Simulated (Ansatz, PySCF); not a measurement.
This singlet lies 2.98 eV below the relaxed triplet at the level composite: frozen-core CCSD(T) with HF/cc-pVQZ and the correlation energy extrapolated as X^-3 from cc-pVTZ and cc-pVQZ, plus CCSDT(Q) minus CCSD(T) in cc-pVDZ // B3LYP-D3(BJ)/def2-TZVP (Ansatz, an electronic-structure program).

Z-matrix (Å, degrees):
```
C
C 1 1.3246
H 1 1.0834 2 121.75
H 2 1.0834 1 121.75 3 -180.00
H 1 1.0834 3 116.51 2 -180.00
H 2 1.0834 4 116.51 1 180.00
```
Charge 0, multiplicity 1.

Question: Predict the LUMO, dipole moment, total energy, HOMO–LUMO gap and HOMO from PBE-D3(BJ)/def2-TZVP // B3LYP-D3(BJ)/def2-TZVP (PySCF).

Answer: 
```json
{
  "LUMO": "-0.94 eV",
  "dipole_moment": "0.00 D",
  "total_energy": "-78.5025 Ha",
  "HOMO–LUMO gap": "5.82 eV",
  "HOMO": "-6.76 eV"
}
```
